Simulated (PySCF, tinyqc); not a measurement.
Worked calculation: G0W0 on RHF in the sto-6g basis, for CH+, spin multiplicity 1. The lowest restricted solution is unstable here: a spin-polarised one lies 0.0159 hartree lower (PySCF). One step of it, computed by the program tinyqc.

Task: Iteration 1: building the Fock matrix. J_ij = sum D_kl (ij|kl), K_ij = sum D_kl (ik|jl); F = H + J - 0.5 K; E = tr D H + tr D J / 2 - 0.25 tr D K + E_nn.

D at the start, lower triangle:
```
            1C 1s      1C 2s    1C 2px    1C 2py     1C 2pz     2H 1s
1C 1s    2.135044
1C 2s   -0.591879   2.564886
1C 2px   0.000000   0.000000  0.000000
1C 2py   0.000000   0.000000  0.000000  0.000000
1C 2pz  -0.068523   0.432462  0.000000  0.000000   2.418174
2H 1s    0.108238  -0.445263  0.000000  0.000000  -0.486795  0.149637
```

core Hamiltonian H = T + V (hartree), lower triangle:
```
             1C 1s      1C 2s     1C 2px     1C 2py     1C 2pz      2H 1s
1C 1s   -18.489974
1C 2s    -4.245144  -5.191150
1C 2px    0.000000   0.000000  -4.151712
1C 2py    0.000000   0.000000   0.000000  -4.151712
1C 2pz   -0.022992  -0.204501   0.000000   0.000000  -4.308875
2H 1s    -1.522784  -2.760342   0.000000   0.000000  -2.150865  -3.656073
```

Two-electron integrals (ij|kl) in chemists' order, unique and non-zero (hartree):
```
(11|11) 3.543743   (21|11) 0.529462   (21|21) 0.100317   (22|11) 0.853596
(22|21) 0.199930   (22|22) 0.624844   (31|31) 0.021271   (32|31) 0.031868
(32|32) 0.138108   (33|11) 0.853598   (33|21) 0.199930   (33|22) 0.624843
(33|33) 0.673218   (41|41) 0.021271   (42|41) 0.031868   (42|42) 0.138108
(43|43) 0.036281   (44|11) 0.853598   (44|21) 0.199930   (44|22) 0.624843
(44|33) 0.600655   (44|44) 0.673218   (51|51) 0.021271   (52|51) 0.031868
(52|52) 0.138108   (53|53) 0.036281   (54|54) 0.036281   (55|11) 0.853598
(55|21) 0.199930   (55|22) 0.624843   (55|33) 0.600655   (55|44) 0.600655
(55|55) 0.673218   (61|11) 0.199617   (61|21) 0.036325   (61|22) 0.070938
(61|33) 0.070667   (61|44) 0.070667   (61|51) 0.002359   (61|52) 0.004503
(61|55) 0.071480   (61|61) 0.013528   (62|11) 0.403646   (62|21) 0.095542
(62|22) 0.320260   (62|33) 0.313447   (62|44) 0.313447   (62|51) 0.009570
(62|52) 0.059149   (62|55) 0.333883   (62|61) 0.035470   (62|62) 0.202656
(63|31) 0.011173   (63|32) 0.054294   (63|53) 0.012077   (63|63) 0.027445
(64|41) 0.011173   (64|42) 0.054294   (64|54) 0.012077   (64|64) 0.027445
(65|11) 0.316672   (65|21) 0.076130   (65|22) 0.270296   (65|33) 0.256621
(65|44) 0.256621   (65|51) 0.017955   (65|52) 0.101328   (65|55) 0.297646
(65|61) 0.029904   (65|62) 0.203901   (65|65) 0.229029   (66|11) 0.529472
(66|21) 0.127710   (66|22) 0.477573   (66|33) 0.452610   (66|44) 0.452610
(66|51) 0.018079   (66|52) 0.140766   (66|55) 0.527499   (66|61) 0.048524
(66|62) 0.362114   (66|65) 0.405535   (66|66) 0.774999
```

nuclear repulsion = 3.30391599 hartree

Give: Coulomb J; exchange K; Fock matrix F; total energy of this density.

Result:

Coulomb J (hartree), lower triangle:
```
          1C 1s    1C 2s  1C 2px  1C 2py  1C 2pz   2H 1s
1C 1s   10.6475
1C 2s    1.8757   4.2379
1C 2px   0.0000   0.0000  4.1950
1C 2py   0.0000   0.0000  0.0000  4.1950
1C 2pz   0.0019  -0.0142  0.0000  0.0000  4.3237
2H 1s    0.6910   2.1102  0.0000  0.0000  1.7468  3.0082
```

exchange K (hartree), lower triangle:
```
          1C 1s    1C 2s  1C 2px  1C 2py  1C 2pz   2H 1s
1C 1s    7.2586
1C 2s    1.1276   1.6224
1C 2px   0.0000   0.0000  0.3961
1C 2py   0.0000   0.0000  0.0000  0.3961
1C 2pz  -0.0001  -0.0047  0.0000  0.0000  1.6480
2H 1s    0.4395   0.7836  0.0000  0.0000  0.5944  0.6420
```

Fock matrix F (hartree), lower triangle:
```
           1C 1s    1C 2s   1C 2px   1C 2py   1C 2pz    2H 1s
1C 1s   -11.4718
1C 2s    -2.9333  -1.7644
1C 2px    0.0000   0.0000  -0.1548
1C 2py    0.0000   0.0000   0.0000  -0.1548
1C 2pz   -0.0211  -0.2164   0.0000   0.0000  -0.8092
2H 1s    -1.0515  -1.0419   0.0000   0.0000  -0.7013  -0.9688
```

total energy of this density = -37.262758 hartree
